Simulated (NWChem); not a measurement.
# One shape, several levels: C4H9F (SMILES CC(C)CF)

Wanted: a comparison of 3 runs (HF/STO-3G, HF/3-21G, B3LYP/6-31G*) of C4H9F. 

The calculation is run with NWChem 7.3.0.

**1. The molecule**

C4H9F: 14 atoms, total charge 0, spin state singlet. As SMILES, `CC(C)CF`. The shape is that of a PBE0-D4/def2-TZVP optimisation. This is one conformer, not always the lowest.

Bond lengths: C1–C2 1.522 Å, C2–C3 1.520 Å, C2–C4 1.512 Å, C4–F5 1.385 Å, C1–H6 1.095 Å, C1–H7 1.093 Å, C1–H8 1.092 Å, C2–H9 1.097 Å, C3–H10 1.092 Å, C3–H11 1.095 Å, C3–H12 1.091 Å, C4–H13 1.095 Å, C4–H14 1.097 Å. Some angles: C1–C2–C3 111.7°, C1–C2–C4 109.3°, C3–C2–C4 111.3°, C2–C4–F5 110.9°, C1–C2–H9 108.7°, C3–C2–H9 108.7°, C4–C2–H9 107.1°, C2–C1–H6 110.9°, C2–C1–H7 111.8°, C2–C1–H8 110.7°.

**2. Energy and forces at HF/STO-3G (run 1)**

File c4h9f.xyz:

```xyz
14

C     -0.583200    -0.682500     1.156300
C      0.095300     0.314200     0.227900
C      1.372200    -0.253600    -0.370900
C     -0.877200     0.732900    -0.851400
F     -0.324000     1.707300    -1.665600
H     -0.867900    -1.590300     0.615100
H     -1.485500    -0.265300     1.611000
H      0.090500    -0.979300     1.962800
H      0.345800     1.214500     0.802300
H      2.092000    -0.504200     0.411800
H      1.160800    -1.168000    -0.934700
H      1.841900     0.459900    -1.049600
H     -1.793200     1.147600    -0.418200
H     -1.141200    -0.119300    -1.489200
```

File run.py:

```python
from ase.io import read
from ase.calculators.nwchem import NWChem

atoms = read('c4h9f.xyz')

calc = NWChem(
    label='c4h9f',
    theory='scf',
    memory='2200 mb',
    basis='STO-3G',
    basispar='spherical bse',
    scf={'nopen': '0', 'rhf': None, 'thresh': '1e-08', 'maxiter': '80'},
)
atoms.calc = calc

forces = atoms.get_forces()
print(f"energy = {atoms.get_potential_energy():.6f} eV")
print("forces (eV/A):")
for s, f in zip(atoms.symbols, forces):
    print(f"{s:2s} {f[0]:10.5f} {f[1]:10.5f} {f[2]:10.5f}")
print("dipole (e A):", atoms.get_dipole_moment().round(4))
```

Started as:

```bash
export ASE_NWCHEM_COMMAND="nwchem PREFIX.nwi > PREFIX.nwo"
python run.py
```

Standard output:

```text
energy = -6882.070192 eV
forces (eV/A):
C    -0.43051   -1.04227    0.91475
C     0.37132    0.67039    1.22246
C     1.06125   -0.68612   -0.50198
C    -0.73750    0.79149   -1.63738
F     0.20733    0.25788   -0.17622
H     0.08860    0.33923    0.14156
H     0.28616   -0.04258   -0.19340
H    -0.16656    0.09364   -0.19314
H    -0.00334   -0.28097   -0.11123
H    -0.21278    0.10295   -0.19659
H     0.06793    0.33172    0.18538
H    -0.14938   -0.11164    0.16301
H    -0.19510   -0.22070    0.20764
H    -0.18743   -0.20301    0.17509
dipole (e A): [-0.0652 -0.176   0.1691]
```

The calculator wrote c4h9f.nwi:

```
title "c4h9f"

permanent_dir c4h9f

scratch_dir c4h9f

start c4h9f

geometry units angstrom nocenter noautosym noautoz
  C  -5.8320000000000005e-01 -6.8250000000000000e-01 1.1563000000000001e+00
  C  9.5299999999999996e-02 3.1419999999999998e-01 2.2789999999999999e-01
  C  1.3722000000000001e+00 -2.5359999999999999e-01 -3.7090000000000001e-01
  C  -8.7719999999999998e-01 7.3290000000000000e-01 -8.5140000000000005e-01
  F  -3.2400000000000001e-01 1.7073000000000000e+00 -1.6656000000000000e+00
  H  -8.6790000000000000e-01 -1.5903000000000000e+00 6.1509999999999998e-01
  H  -1.4855000000000000e+00 -2.6529999999999998e-01 1.6110000000000000e+00
  H  9.0499999999999997e-02 -9.7929999999999995e-01 1.9628000000000001e+00
  H  3.4580000000000000e-01 1.2144999999999999e+00 8.0230000000000001e-01
  H  2.0920000000000001e+00 -5.0419999999999998e-01 4.1180000000000000e-01
  H  1.1608000000000001e+00 -1.1679999999999999e+00 -9.3469999999999998e-01
  H  1.8419000000000001e+00 4.5989999999999998e-01 -1.0496000000000001e+00
  H  -1.7931999999999999e+00 1.1476000000000000e+00 -4.1820000000000002e-01
  H  -1.1412000000000000e+00 -1.1930000000000000e-01 -1.4892000000000001e+00
end

memory 2200 mb

basis spherical bse noprint
   * library STO-3G
end

scf
  nopen 0
  rhf
  thresh 1e-08
  maxiter 80
end

task scf gradient
```

c4h9f.nwo:

```text
Northwest Computational Chemistry Package (NWChem) 7.3.0
             --------------------------------------------------------

           Job information
           ---------------

    nwchem branch   = 7.3.0
    use scalapack   = T
    input           = c4h9f.nwi
    prefix          = c4h9f.
    data base       = c4h9f/c4h9f.db
    status          = startup
    nproc           =        1

           Memory information
           ------------------

    heap     =     72089594 doubles =      550.0 Mbytes
    stack    =     72089599 doubles =      550.0 Mbytes
    global   =    144179200 doubles =     1100.0 Mbytes (distinct from heap & stack)
    total    =    288358393 doubles =     2200.0 Mbytes
    verify   = yes
    hardfail = no

[... 146 lines left out ...]
 Convergence threshold     :          1.000E-08
[... 12 lines left out ...]
       Final RHF  results
[... 3 lines left out ...]
      One-electron energy =   -728.072932101924
[... 1 line left out ...]
 Nuclear repulsion energy =    191.845413960806
[... 39 lines left out ...]
                       ROHF Final Molecular Orbital Analysis
[... 237 lines left out ...]
                         RHF ENERGY GRADIENTS

    atom               coordinates                        gradient
                 x          y          z           x          y          z
   1 C      -1.102088  -1.289738   2.185090    0.008372   0.020269  -0.017789
   2 C       0.180091   0.593752   0.430669   -0.007221  -0.013037  -0.023773
   3 C       2.593082  -0.479235  -0.700899   -0.020638   0.013343   0.009762
[... 10 lines of this table left out ...]
  14 H      -2.156555  -0.225444  -2.814180    0.003645   0.003948  -0.003405

                 ----------------------------------------
                 |  Time  |  1-e(secs)   |  2-e(secs)   |
                 ----------------------------------------
                 |  CPU   |       0.00   |       0.27   |
                 ----------------------------------------
                 |  WALL  |       0.00   |       0.27   |
                 ----------------------------------------

 Task  times  cpu:        3.2s     wall:        3.2s
 Total times  cpu:        3.2s     wall:        3.2s
```

Wall time 4.5 s (1 thread of Intel Xeon Platinum 8252C at 3.80GHz (Skylake/Cascade Lake), shared host); peak memory 0.099 GiB.

**3. Energy and forces at HF/3-21G (run 2)**

File c4h9f.nw:

```
start c4h9f
title "C4H9F hf"
memory 2200 mb

geometry units angstroms noautosym nocenter noautoz
  C       -0.583200      -0.682500       1.156300
  C        0.095300       0.314200       0.227900
  C        1.372200      -0.253600      -0.370900
  C       -0.877200       0.732900      -0.851400
  F       -0.324000       1.707300      -1.665600
  H       -0.867900      -1.590300       0.615100
  H       -1.485500      -0.265300       1.611000
  H        0.090500      -0.979300       1.962800
  H        0.345800       1.214500       0.802300
  H        2.092000      -0.504200       0.411800
  H        1.160800      -1.168000      -0.934700
  H        1.841900       0.459900      -1.049600
  H       -1.793200       1.147600      -0.418200
  H       -1.141200      -0.119300      -1.489200
end

basis spherical bse
  * library 3-21G
end

scf
  thresh 1e-08
  maxiter 80
  print low
end

task scf gradient
```

Started as:

```bash
nwchem c4h9f.nw > c4h9f.out
```

Standard output:

```text
[...]
  functions       =    63
[...]
  wavefunction    = RHF
[...]
         Total SCF energy =   -254.751180979423
      One-electron energy =   -728.406990635249
      Two-electron energy =    281.810395695020
 Nuclear repulsion energy =    191.845413960806
        Time for solution =      3.6s
[...]
                         RHF ENERGY GRADIENTS
    atom               coordinates                        gradient
                 x          y          z           x          y          z
   1 C      -1.102088  -1.289738   2.185090    0.005644   0.011592  -0.008409
   2 C       0.180091   0.593752   0.430669   -0.000658  -0.015312  -0.008349
   3 C       2.593082  -0.479235  -0.700899   -0.012634   0.006338   0.007063
   4 C      -1.657668   1.384980  -1.608913    0.023031   0.013345   0.000431
   5 F      -0.612271   3.226329  -3.147528   -0.012148  -0.012983   0.009884
   6 H      -1.640093  -3.005231   1.162370   -0.001642  -0.004910  -0.002224
   7 H      -2.807188  -0.501344   3.044349   -0.004731   0.001520   0.002343
   8 H       0.171020  -1.850609   3.709154    0.003481  -0.001845   0.004072
   9 H       0.653467   2.295072   1.516127    0.001110   0.006069   0.004191
  10 H       3.953307  -0.952800   0.778189    0.003777  -0.001559   0.003748
  11 H       2.193594  -2.207200  -1.766327   -0.000550  -0.004789  -0.002956
[...]
```

It took 4.8 s on 1 thread of Intel Xeon Platinum 8252C at 3.80GHz (Skylake/Cascade Lake), shared host; peak memory 0.099 GiB.

**4. Energy and forces at B3LYP/6-31G(d) (Cartesian functions) (run 3)**

File nw.xyz:

```xyz
14
C4H9F
C     -0.583200    -0.682500     1.156300
C      0.095300     0.314200     0.227900
C      1.372200    -0.253600    -0.370900
C     -0.877200     0.732900    -0.851400
F     -0.324000     1.707300    -1.665600
H     -0.867900    -1.590300     0.615100
H     -1.485500    -0.265300     1.611000
H      0.090500    -0.979300     1.962800
H      0.345800     1.214500     0.802300
H      2.092000    -0.504200     0.411800
H      1.160800    -1.168000    -0.934700
H      1.841900     0.459900    -1.049600
H     -1.793200     1.147600    -0.418200
H     -1.141200    -0.119300    -1.489200
```

File run.py:

```python
from ase.io import read
from ase.calculators.nwchem import NWChem

mol = read('nw.xyz')

calc = NWChem(
    label='nw',
    theory='dft',
    memory='2200 mb',
    basis='6-31G*',
    dft={'xc': 'b3lyp', 'mult': '1', 'grid': 'fine', 'convergence': 'energy 1e-08', 'iterations': '100', 'mulliken': None},
)
mol.calc = calc

forces = mol.get_forces()
e = mol.get_potential_energy()
print(f"E = {e:.6f} eV")
print("forces (eV/A):")
for s, f in zip(mol.symbols, forces):
    print(f"{s:2s} {f[0]:10.5f} {f[1]:10.5f} {f[2]:10.5f}")
print("dipole (e A):", mol.get_dipole_moment().round(4))
```

Started as:

```bash
export ASE_NWCHEM_COMMAND="nwchem PREFIX.nwi > PREFIX.nwo"
python run.py
```

Standard output:

```text
E = -7011.979186 eV
forces (eV/A):
C    -0.06196   -0.14846    0.17838
C    -0.00735    0.13272    0.08824
C     0.22266   -0.05348   -0.07698
C    -0.24441    0.01116   -0.12249
F     0.22065    0.26791   -0.21278
H    -0.04309   -0.10485   -0.03528
H    -0.10485    0.03075    0.06202
H     0.05574   -0.04813    0.10331
H     0.02448    0.08515    0.04438
H     0.09734   -0.03718    0.07189
H     0.00129   -0.09919   -0.06819
H     0.03137    0.07765   -0.07718
H    -0.11976   -0.01136    0.05353
H    -0.07209   -0.10274   -0.00890
dipole (e A): [-0.0858 -0.2304  0.2355]
```

The calculator wrote nw.nwi:

```
title "nw"

permanent_dir nw

scratch_dir nw

start nw

geometry units angstrom nocenter noautosym noautoz
  C  -5.8320000000000005e-01 -6.8250000000000000e-01 1.1563000000000001e+00
  C  9.5299999999999996e-02 3.1419999999999998e-01 2.2789999999999999e-01
  C  1.3722000000000001e+00 -2.5359999999999999e-01 -3.7090000000000001e-01
  C  -8.7719999999999998e-01 7.3290000000000000e-01 -8.5140000000000005e-01
  F  -3.2400000000000001e-01 1.7073000000000000e+00 -1.6656000000000000e+00
  H  -8.6790000000000000e-01 -1.5903000000000000e+00 6.1509999999999998e-01
  H  -1.4855000000000000e+00 -2.6529999999999998e-01 1.6110000000000000e+00
  H  9.0499999999999997e-02 -9.7929999999999995e-01 1.9628000000000001e+00
  H  3.4580000000000000e-01 1.2144999999999999e+00 8.0230000000000001e-01
  H  2.0920000000000001e+00 -5.0419999999999998e-01 4.1180000000000000e-01
  H  1.1608000000000001e+00 -1.1679999999999999e+00 -9.3469999999999998e-01
  H  1.8419000000000001e+00 4.5989999999999998e-01 -1.0496000000000001e+00
  H  -1.7931999999999999e+00 1.1476000000000000e+00 -4.1820000000000002e-01
  H  -1.1412000000000000e+00 -1.1930000000000000e-01 -1.4892000000000001e+00
end

memory 2200 mb

basis noprint
   * library 6-31G*
end

dft
  xc b3lyp
  mult 1
  grid fine
  convergence energy 1e-08
  iterations 100
  mulliken
end

task dft gradient
```

nw.nwo:

```text
Northwest Computational Chemistry Package (NWChem) 7.3.0
             --------------------------------------------------------

           Job information
           ---------------

    nwchem branch   = 7.3.0
    use scalapack   = T
    input           = nw.nwi
    prefix          = nw.
    data base       = nw/nw.db
    status          = startup
    nproc           =        1

           Memory information
           ------------------

    heap     =     72089594 doubles =      550.0 Mbytes
    stack    =     72089599 doubles =      550.0 Mbytes
    global   =    144179200 doubles =     1100.0 Mbytes (distinct from heap & stack)
    total    =    288358393 doubles =     2200.0 Mbytes
    verify   = yes
    hardfail = no

[... 117 lines left out ...]
  convergence criterion.
[... 40 lines left out ...]
          Spatial weights used:  Erf1
[... 95 lines left out ...]
         Total DFT energy =     -257.685484301848
[... 3 lines left out ...]
 Nuclear repulsion energy =      191.845413960806
[... 718 lines left out ...]
          Convergence on gradient requested:  5.00D-04
[... 27 lines left out ...]
          total energy or number of iterations.
[... 26 lines left out ...]
                         DFT ENERGY GRADIENTS

    atom               coordinates                        gradient
                 x          y          z           x          y          z
   1 C      -1.102088  -1.289738   2.185090    0.001205   0.002887  -0.003469
   2 C       0.180091   0.593752   0.430669    0.000143  -0.002581  -0.001716
   3 C       2.593082  -0.479235  -0.700899   -0.004330   0.001040   0.001497
[... 10 lines of this table left out ...]
  14 H      -2.156555  -0.225444  -2.814180    0.001402   0.001998   0.000173

                 ----------------------------------------
                 |  Time  |  1-e(secs)   |  2-e(secs)   |
                 ----------------------------------------
                 |  CPU   |       0.01   |       2.10   |
                 ----------------------------------------
                 |  WALL  |       0.01   |       2.10   |
                 ----------------------------------------

 Task  times  cpu:       31.6s     wall:       31.6s
 Total times  cpu:       31.6s     wall:       31.6s
```

Wall time 33 s (1 thread of Intel Xeon Platinum 8252C at 3.80GHz (Skylake/Cascade Lake), shared host); peak memory 0.13 GiB.

**5. Overview of the runs**

```csv
run,level,Cartesian functions,iteration cap,energy (Eh),dipole moment (D),HOMO energy (eV),LUMO energy (eV),wall time
1,HF/STO-3G,no,80,-252.911417,1.21,-10.54,15.28,4.5 s
2,HF/3-21G,no,80,-254.751181,–,–,–,4.8 s
3,B3LYP/6-31G* (Cartesian functions),yes,100,-257.685484,1.64,-8.47,2.34,33 s
```

**6. Outcome**

| quantity | value |
| --- | --- |
| run 3: total energy | -257.68548 Eh |
| run 3: dipole moment | 1.64 D |
| run 3: HOMO energy | -8.47 eV |
| run 3: LUMO energy | 2.34 eV |
| run 3: HOMO–LUMO gap | 10.81 eV |
| run 3: largest force on an atom | 0.407 eV/Å |

In words: In run 1 the basis is minimal, so the values are rough. All runs together took 42 s, the longest 33 s.
